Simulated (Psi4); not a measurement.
# HF/cc-pVDZ (density fitting, sweep point 1) run of C5H6 (pent-3-en-1-yne)

Wanted: energy and forces of C5H6 (pent-3-en-1-yne). 

The calculation is run with Psi4 1.11.

8 further runs of the same task are left out: 8 set aside as unsound or not needed.

## Step 1: Starting point

C5H6 has 11 atoms, charge 0, and is taken as a singlet. SMILES: `C#C/C=C/C`. The coordinates come from a PBE0-D4/def2-TZVP relaxation.

Bond lengths: C1–C2 1.204 Å, C2–C3 1.417 Å, C3–C4 1.335 Å, C4–C5 1.485 Å, C1–H6 1.064 Å, C3–H7 1.088 Å, C4–H8 1.087 Å, C5–H9 1.091 Å, C5–H10 1.095 Å, C5–H11 1.095 Å. Some angles: C1–C2–C3 178.4°, C2–C3–C4 124.1°, C3–C4–C5 124.4°, C2–C1–H6 179.5°, C2–C3–H7 116.4°, C4–C3–H7 119.5°, C3–C4–H8 118.4°, C5–C4–H8 117.2°, C4–C5–H9 111.7°, C4–C5–H10 110.9°.

## Step 2: Energy and forces at HF/cc-pVDZ (density fitting, sweep point 1)

File job.dat:

```
memory 1.6 GB

molecule geom {
  C     -1.516600     1.700600     2.003600
  C     -0.739100     1.143700     1.272900
  C      0.204200     0.511000     0.426200
  C     -0.092900    -0.483100    -0.413900
  C      0.889700    -1.151100    -1.304600
  H     -2.210500     2.187700     2.646400
  H      1.227200     0.877200     0.483800
  H     -1.121000    -0.834000    -0.456000
  H      1.889700    -0.729500    -1.189400
  H      0.593600    -1.055200    -2.354300
  H      0.941200    -2.224300    -1.094000
  symmetry c1
}

set globals {
  basis    cc-pVDZ
  scf_type df
  guess    sad
}

e_tot, wfn = gradient('scf', return_wfn=True)
```

Launch:

```console
psi4 -n 1 job.dat job.out
```

job.out:

```text
Psi4 1.11 release

gradient() will perform analytic gradient computation.

   => Loading Basis Set <=

    Name: CC-PVDZ
    Role: ORBITAL
    Keyword: BASIS

         ---------------------------------------------------------
                                   SCF
                              RHF Reference
                        1 Threads,   1525 MiB Core
         ---------------------------------------------------------

  ==> Geometry <==

    Molecular point group: c1
    Full point group: C1

    Geometry (in Angstrom), charge = 0, multiplicity = 1:

       Center              X                  Y                   Z               Mass
    ------------   -----------------  -----------------  -----------------  -----------------
         C           -1.308780118048     1.415027596506     1.673054297507    12.000000000000
         C           -0.531280118048     0.858127596506     0.942354297507    12.000000000000
         C            0.412019881952     0.225427596506     0.095654297507    12.000000000000
         C            0.114919881952    -0.768672403494    -0.744445702493    12.000000000000
         C            1.097519881952    -1.436672403494    -1.635145702493    12.000000000000
         H           -2.002680118048     1.902127596506     2.315854297507     1.007825032230
         H            1.435019881952     0.591627596506     0.153254297507     1.007825032230
         H           -0.913180118048    -1.119572403494    -0.786545702493     1.007825032230
         H            2.097519881952    -1.015072403494    -1.519945702493     1.007825032230
         H            0.801419881952    -1.340772403494    -2.684845702493     1.007825032230
         H            1.149019881952    -2.509872403494    -1.424545702493     1.007825032230

  Running in c1 symmetry.

  Rotational constants: A =      1.30641  B =      0.07553  C =      0.07235 [cm^-1]
  Rotational constants: A =  39165.30561  B =   2264.41299  C =   2169.13033 [MHz]
  Nuclear repulsion =  138.745127842496515

  Charge       = 0
  Multiplicity = 1
  Electrons    = 36
  Nalpha       = 18
  Nbeta        = 18

  ==> Algorithm <==

  SCF Algorithm Type is DF.
  DIIS enabled.
  MOM disabled.
  Fractional occupation disabled.
  Guess Type is SAD.
  Energy threshold   = 1.00e-08
  Density threshold  = 1.00e-08
  Integral threshold = 1.00e-12

  ==> Primary Basis <==

  Basis Set: CC-PVDZ
    Blend: CC-PVDZ
    Number of shells: 48
    Number of basis functions: 100
    Number of Cartesian functions: 105
    Spherical Harmonics?: true
    Max angular momentum: 2

   => Loading Basis Set <=

    Name: (CC-PVDZ AUX)
    Role: JKFIT
    Keyword: DF_BASIS_SCF

  ==> Integral Setup <==

  DFHelper Memory: AOs need 0.039 GiB; user supplied 1.118 GiB.
  SCF_SUBTYPE=INCORE selected. In-core MEM_DF algorithm will be used.
  Using in-core AOs.

  ==> MemDFJK: Density-Fitted J/K Matrices <==

    J tasked:                   Yes
    K tasked:                   Yes
    wK tasked:                   No
    Memory [MiB]:              1144
    Algorithm:                 Core
    Schwarz Cutoff:           1E-12
    Mask sparsity (%):       3.3000
    Fitting Condition:        1E-10

   => Auxiliary Basis Set <=

  Basis Set: (CC-PVDZ AUX)
    Blend: CC-PVDZ-JKFIT
    Number of shells: 174
    Number of basis functions: 488
    Number of Cartesian functions: 555
    Spherical Harmonics?: true
    Max angular momentum: 3

  Minimum eigenvalue in the overlap matrix is 2.5457184855E-04.
  Reciprocal condition number of the overlap matrix is 4.6826144702E-05.
    Using symmetric orthogonalization.

  ==> Pre-Iterations <==

  SCF Guess: Superposition of Atomic Densities via on-the-fly atomic UHF (no occupation information).

   -------------------------
    Irrep   Nso     Nmo
   -------------------------
     A        100     100
   -------------------------
    Total     100     100
   -------------------------

  ==> Iterations <==

                           Total Energy        Delta E     RMS |[F,P]|

   @DF-RHF iter SAD:  -191.70112341126949   -1.91701e+02   0.00000e+00
   @DF-RHF iter   1:  -192.66053720300147   -9.59414e-01   3.72454e-03 ADIIS/DIIS
   @DF-RHF iter   2:  -192.75277735925044   -9.22402e-02   1.27062e-03 ADIIS/DIIS
   @DF-RHF iter   3:  -192.76261645959110   -9.83910e-03   3.46617e-04 ADIIS/DIIS
   @DF-RHF iter   4:  -192.76368362280019   -1.06716e-03   1.71171e-04 ADIIS/DIIS
   @DF-RHF iter   5:  -192.76385228464088   -1.68662e-04   2.84679e-05 DIIS
   @DF-RHF iter   6:  -192.76385922174219   -6.93710e-06   1.19186e-05 DIIS
   @DF-RHF iter   7:  -192.76386024553318   -1.02379e-06   2.67223e-06 DIIS
   @DF-RHF iter   8:  -192.76386040906408   -1.63531e-07   1.37562e-06 DIIS
   @DF-RHF iter   9:  -192.76386045388813   -4.48240e-08   6.75503e-07 DIIS
   @DF-RHF iter  10:  -192.76386047106556   -1.71774e-08   2.33680e-07 DIIS
   @DF-RHF iter  11:  -192.76386047307571   -2.01015e-09   7.60468e-08 DIIS
   @DF-RHF iter  12:  -192.76386047320824   -1.32530e-10   2.37755e-08 DIIS
   @DF-RHF iter  13:  -192.76386047321813   -9.89075e-12   6.89120e-09 DIIS
  Energy and wave function converged.

  ==> Post-Iterations <==

    Orbital Energies [Eh]
    ---------------------

    Doubly Occupied:

       1A    -11.255171     2A    -11.251598     3A    -11.238648
       4A    -11.237570     5A    -11.228533     6A     -1.103754
       7A     -1.024797     8A     -0.946906     9A     -0.799086
      10A     -0.719333    11A     -0.668443    12A     -0.608519
      13A     -0.576997    14A     -0.546383    15A     -0.515151
      16A     -0.452363    17A     -0.387407    18A     -0.328237

    Virtual:

      19A      0.126103    20A      0.185496    21A      0.203064
      22A      0.208445    23A      0.221373    24A      0.258853
      25A      0.261505    26A      0.279563    27A      0.299242
      28A      0.405146    29A      0.464939    30A      0.473724
      31A      0.532449    32A      0.597965    33A      0.614536
      34A      0.655059    35A      0.668635    36A      0.691085
      37A      0.722541    38A      0.751200    39A      0.754781
      40A      0.794076    41A      0.808503    42A      0.851941
      43A      0.865559    44A      0.867939    45A      0.898803
      46A      0.914370    47A      0.919885    48A      0.927181
      49A      0.972715    50A      0.975253    51A      1.100637
      52A      1.108359    53A      1.179784    54A      1.206069
      55A      1.221866    56A      1.240823    57A      1.312148
      58A      1.321259    59A      1.333408    60A      1.415997
      61A      1.434019    62A      1.498492    63A      1.530058
      64A      1.556464    65A      1.639118    66A      1.657286
      67A      1.677429    68A      1.692606    69A      1.693813
      70A      1.733058    71A      1.836567    72A      1.838399
      73A      1.892965    74A      1.896967    75A      1.912732
      76A      1.962514    77A      1.981416    78A      1.982971
      79A      2.079243    80A      2.085881    81A      2.117289
      82A      2.202766    83A      2.294920    84A      2.326404
      85A      2.348164    86A      2.380264    87A      2.435206
      88A      2.495200    89A      2.550025    90A      2.562856
      91A      2.612940    92A      2.733548    93A      2.753052
      94A      2.846284    95A      2.859625    96A      2.930111
      97A      3.029781    98A      3.179237    99A      3.381416
     100A      3.600869

    Final Occupation by Irrep:
              A
    DOCC [    18 ]
    NA   [    18 ]
    NB   [    18 ]

  @DF-RHF Final Energy:  -192.76386047321813

   => Energetics <=

    Nuclear Repulsion Energy =            138.7451278424965153
    One-Electron Energy =                -533.2401861160577710
    Two-Electron Energy =                 201.7311978003431250
    Total Energy =                       -192.7638604732181307

Computation Completed

Properties will be evaluated at   0.000000,   0.000000,   0.000000 [a0]

Properties computed using the SCF density matrix

 Multipole Moments:

 ------------------------------------------------------------------------------------
     Multipole            Electronic (a.u.)      Nuclear  (a.u.)        Total (a.u.)
 ------------------------------------------------------------------------------------

 L = 1.  Multiply by 2.5417464519 to convert [e a0] to [Debye]
 Dipole X            :         -2.2679036            2.4065960            0.1386923
 Dipole Y            :          2.9820669           -3.2732070           -0.2911400
 Dipole Z            :          3.3915392           -3.6999804           -0.3084412
 Magnitude           :                                                    0.4462444

 ------------------------------------------------------------------------------------

	total time  =          2 seconds =       0.03 minutes

         ------------------------------------------------------------
                                   SCF GRAD
         ------------------------------------------------------------

  ==> Geometry <==

    Molecular point group: c1
    Full point group: C1

    Geometry (in Angstrom), charge = 0, multiplicity = 1:

       Center              X                  Y                   Z               Mass
    ------------   -----------------  -----------------  -----------------  -----------------
         C           -1.308780118048     1.415027596506     1.673054297507    12.000000000000
         C           -0.531280118048     0.858127596506     0.942354297507    12.000000000000
         C            0.412019881952     0.225427596506     0.095654297507    12.000000000000
         C            0.114919881952    -0.768672403494    -0.744445702493    12.000000000000
         C            1.097519881952    -1.436672403494    -1.635145702493    12.000000000000
         H           -2.002680118048     1.902127596506     2.315854297507     1.007825032230
         H            1.435019881952     0.591627596506     0.153254297507     1.007825032230
         H           -0.913180118048    -1.119572403494    -0.786545702493     1.007825032230
         H            2.097519881952    -1.015072403494    -1.519945702493     1.007825032230
         H            0.801419881952    -1.340772403494    -2.684845702493     1.007825032230
         H            1.149019881952    -2.509872403494    -1.424545702493     1.007825032230

  Nuclear repulsion =  138.745127842496515

  ==> Basis Set <==

  Basis Set: CC-PVDZ
    Blend: CC-PVDZ
    Number of shells: 48
    Number of basis functions: 100
    Number of Cartesian functions: 105
    Spherical Harmonics?: true
    Max angular momentum: 2

  ==> DFJKGrad: Density-Fitted SCF Gradients <==

    Gradient:                    1
    J tasked:                  Yes
    K tasked:                  Yes
    wK tasked:                  No
    Integrals threads:           1
    Memory [MiB]:             1144
    Schwarz Cutoff:          1E-12
    Fitting Condition:       1E-10

   => Auxiliary Basis Set <=

  Basis Set: (CC-PVDZ AUX)
    Blend: CC-PVDZ-JKFIT
    Number of shells: 174
    Number of basis functions: 488
    Number of Cartesian functions: 555
    Spherical Harmonics?: true
    Max angular momentum: 3

  -Total Gradient:
     Atom            X                  Y                   Z
    ------   -----------------  -----------------  -----------------
       1       -0.012178249503     0.008816254730     0.011538527743
       2        0.025059288774    -0.017089994128    -0.022765267268
       3       -0.013516561843     0.013435665938     0.016190654260
       4        0.005058808477    -0.009704516517    -0.010369313414
       5       -0.005713721013     0.005076104815     0.006268671689
       6       -0.000360864875     0.000217882360     0.000297470903
       7        0.002574370560     0.000537016374    -0.000212528499
       8       -0.001388638492    -0.000234483581     0.000158865835
       9        0.000563264494     0.000450657947     0.000254284336
      10       -0.000097834817    -0.000568327972    -0.000878022820
      11        0.000000138237    -0.000936259967    -0.000483342764

	total time  =          1 seconds =       0.02 minutes

    Psi4 run time: 0:00:02.95
```

It took 4.5 s on 1 thread of Intel Xeon Platinum 8259CL at 2.50GHz (Skylake/Cascade Lake), shared host; peak memory 0.25 GiB.

## Step 3: Outcome

At HF/cc-pVDZ (density fitting, sweep point 1):

| quantity | value |
| --- | --- |
| total energy | -192.76386 Eh |
| dipole moment | 1.13 D |
| HOMO energy | -8.93 eV |
| LUMO energy | 3.43 eV |
| HOMO–LUMO gap | 12.36 eV |
| largest force on an atom | 1.950 eV/Å |

The largest force is 1.95 eV/Å: the shape isn't a stationary point for this species at this level.
